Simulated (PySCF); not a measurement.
Structure with atom numbers: `[CH3:1][P:2]([CH3:3])[P:4]([F:5])[F:6]`. Hydrogens are named by the atom that carries them.

Computational details: NMR shieldings at B97-2/pcSseg-2/GIAO, coordinates at the PBE0-D3(BJ)/def2-TZVP level, in PySCF (relativity neglected, no solvent, single conformer, one averaged value for each set of equivalent atoms).

Shifts are taken against calculated references (same method and geometry level): TMS for 13C, 1H; H3PO4 for 31P; 19F vs CFCl3.

```json
{"atoms": "F5/F6", "nucleus": "19F", "count": "2", "δ (ppm)": "?"}
{"atoms": "H(C1)/H(C3)", "nucleus": "1H", "count": "6", "δ (ppm)": "1.02"}
{"atoms": "P2", "nucleus": "31P", "count": "1", "δ (ppm)": "?"}
{"atoms": "C1/C3", "nucleus": "13C", "count": "2", "δ (ppm)": "7.3"}
{"atoms": "P4", "nucleus": "31P", "count": "1", "δ (ppm)": "309.2"}
```

**Question.** Fill in the missing shifts.

**Answer.** 
- P2: -67.3 ppm, phosphorus bonded to 2 C, P
- F5/F6: -109.4 ppm, fluorine bonded to P

Shifts are as computed. Against solution values, carbons near 30 ppm lie about +3 ppm off and those near 130 ppm about +7 ppm. Of 1211 compounds with measured shifts, 218 miss one by over three times the rms of a fit or turn the order of signals round; such compounds aren't used in these exercises. Unscaled 19F shifts against computed CFCl3 carry errors that often reach 10 to 50 ppm. Experimental scales use liquid or dissolved standards, which lie at an offset from isolated H3PO4.
